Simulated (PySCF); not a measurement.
# MgC⁻: changing the method

Starting from one script, swap the method and compare what comes out for MgC⁻.

Computed with PySCF 2.14.0. Level: method and basis as typed in the scripts.

4 further runs of the same task are left out: 4 that didn't finish.

## (1) Starting geometry

MgC⁻: 2 atoms, charge -1, spin multiplicity 2.

Bond lengths: Mg1–C2 2.490 Å.

## (2) The base run

File input.py:

```python
from pyscf import gto, scf
from pyscf.hessian import thermo

mol = gto.M(
    atom='Mg 0 0 0; C 0 0 2.49',
    basis='3-21g',
    charge=-1,
    spin=1,
    verbose=4,
)
mf = scf.UHF(mol)
mf.kernel()
hess = mf.Hessian().kernel()
print('wavenumber (cm^-1) =', thermo.harmonic_analysis(mol, hess)['freq_wavenumber'].round(1))
mf.dip_moment()
print('orbital energies (hartree):', [e[max(0, n-3):n+3].round(4) for e, n in zip(mf.mo_energy, mol.nelec)])
```

Launch:

```console
> OMP_NUM_THREADS=1 python input.py
```

## (3) M06 (UKS)

Run 1 changes functional: none (Hartree–Fock) → m06; SCF type: UHF → UKS; step after the SCF: frequency → analyze.

File input.py:

```python
from pyscf import gto, dft

mol = gto.M(
    atom='Mg 0 0 0; C 0 0 2.49',
    basis='3-21g',
    charge=-1,
    spin=1,
    verbose=4,
)
mf = dft.UKS(mol, xc='m06')
mf.kernel()
mf.analyze()
print('orbital energies (hartree):', [e[max(0, n-3):n+3].round(4) for e, n in zip(mf.mo_energy, mol.nelec)])
```

## (4) Olyp (UKS)

Run 2 changes functional: none (Hartree–Fock) → olyp; SCF type: UHF → UKS; step after the SCF: frequency → analyze.

File input.py:

```python
from pyscf import gto, dft

mol = gto.M(
    atom='Mg 0 0 0; C 0 0 2.49',
    basis='3-21g',
    charge=-1,
    spin=1,
    verbose=4,
)
mf = dft.UKS(mol, xc='olyp')
mf.kernel()
mf.analyze()
print('orbital energies (hartree):', [e[max(0, n-3):n+3].round(4) for e, n in zip(mf.mo_energy, mol.nelec)])
```

## (5) Tpss (UKS)

Run 3 changes functional: none (Hartree–Fock) → tpss; SCF type: UHF → UKS; step after the SCF: frequency → analyze.

File input.py:

```python
from pyscf import gto, dft

mol = gto.M(
    atom='Mg 0 0 0; C 0 0 2.49',
    basis='3-21g',
    charge=-1,
    spin=1,
    verbose=4,
)
mf = dft.UKS(mol, xc='tpss')
mf.kernel()
mf.analyze()
print('orbital energies (hartree):', [e[max(0, n-3):n+3].round(4) for e, n in zip(mf.mo_energy, mol.nelec)])
```

## (6) CCSD(T)

Run 4 changes step after the SCF: frequency → ccsd(t); frozen orbitals: none → 2.

File input.py:

```python
from pyscf import gto, scf, cc

mol = gto.M(
    atom='Mg 0 0 0; C 0 0 2.49',
    basis='3-21g',
    charge=-1,
    spin=1,
    verbose=4,
)
mf = scf.UHF(mol)
mf.kernel()
mycc = cc.CCSD(mf, frozen=2)
mycc.kernel()
mycc.ccsd_t()
mf.dip_moment()
print('orbital energies (hartree):', [e[max(0, n-3):n+3].round(4) for e, n in zip(mf.mo_energy, mol.nelec)])
```

**Question.** What will these runs give? Wanted: for each run, E(SCF); from base; gap, α spin; after the SCF.

**Answer**, as computed:

| run | E(SCF) (hartree) | from base (eV) | cycles | gap, α spin (eV) | after the SCF |
| --- | --- | --- | --- | --- | --- |
| base | -235.885713 | 0 | 26 | 5.99 | highest mode 51 cm⁻¹ |
| m06 (UKS) | -236.581083 | not comparable | 24 | 1.75 | n/a |
| olyp (UKS) | -236.594871 | not comparable | 25 | 1.20 | n/a |
| tpss (UKS) | -236.648297 | not comparable | 14 | 1.06 | n/a |
| CCSD(T) | -235.885713 | 0.0000 | 26 | 5.99 | CCSD(T) correlation -4.085 eV, core frozen |

**Reading.** The α-spin gap between the frontier levels is 1.1 eV with tpss (0 % exact exchange) and 1.8 eV with m06 (27 %): exact exchange opens it. Total energies of different functionals can't be compared with each other; differences within one functional can.
